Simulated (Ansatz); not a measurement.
Results of r²SCAN (PAW; Ansatz, a quantum-chemistry and plane-wave program) for fluorite CeO₂.

Run with plane-wave cutoff 600 eV, 8×8×8 k mesh, finite displacements, no spin polarisation, scalar-relativistic PAW data made under PBE.

Computed at the level's own relaxed cell.

### Question
Estimate the electronic dielectric constant ε∞ and static dielectric constant that the calculation returns.

### Answer

* **electronic dielectric constant ε∞**: 6.94
* **static dielectric constant**: 28.5

Measured, for comparison: high-frequency dielectric constant 5.31 (temperature not stated, no zero-point or thermal correction; as tabulated in Toward a consistent prediction of defect chemistry in CeO2 (PMC9835833)). Computed (rounded) less measured: high-frequency dielectric constant +31 %.

Spin–orbit coupling is not included.

Computing time: around 6 core-minutes (rough).
